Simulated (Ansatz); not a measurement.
A made-up structure of CH3NaSi, closed shell:

```xyz
6
angstrom
C -0.5684 0.4264 -0.7049
Si 0.4071 -0.0812 0.6328
Na 1.3961 -2.6072 0.8264
H -0.9813 1.4261 -0.8147
H -0.8231 -0.2485 -1.5181
H 2.1230 -4.2758 1.5803
```

It is relaxed with PBE-D4/def2-SVP and then PBE0-D4/def2-TZVP (Ansatz 0.2.0). Atoms count as bonded within 1.22 times the sum of their covalent radii (H–H: 0.88 Å). The end point is not checked to be a true minimum.

(1) Does its bonding change? (A judgement: the text doesn't fix the answer.)

## Answers

(1) Computed: Yes. Formed: Si2–H6; broken: Na3–H6.

Where it ends: The first stage lowers the energy by 2.28 eV in 37 steps. It ends as CH₃NaSi ([CH2][SiH][Na]):
| atom | x (Å) | y (Å) | z (Å) |
| --- | --- | --- | --- |
| C1 | -0.2701 | -0.2442 | -0.5489 |
| Si2 | 0.5814 | -1.5409 | 0.2208 |
| Na3 | 1.9379 | -1.2009 | 2.5531 |
| H4 | -0.2967 | 0.7564 | -0.1252 |
| H5 | -0.8191 | -0.3436 | -1.4820 |
| H6 | 0.4199 | -2.7870 | -0.6161 |

Labels in which every atom is bracketed show which atoms are joined, not bond orders.

For scale, one of the runs: PBE0-D4/def2-TZVP relaxation, 118 basis functions, launched by `ansatz run in.yaml --threads 2 --pin off --events-out ev --progress --plain --max-ram 4352MiB`. The run took about 19 s on 2 CPU threads of an Arm Neoverse V1 (shared host).
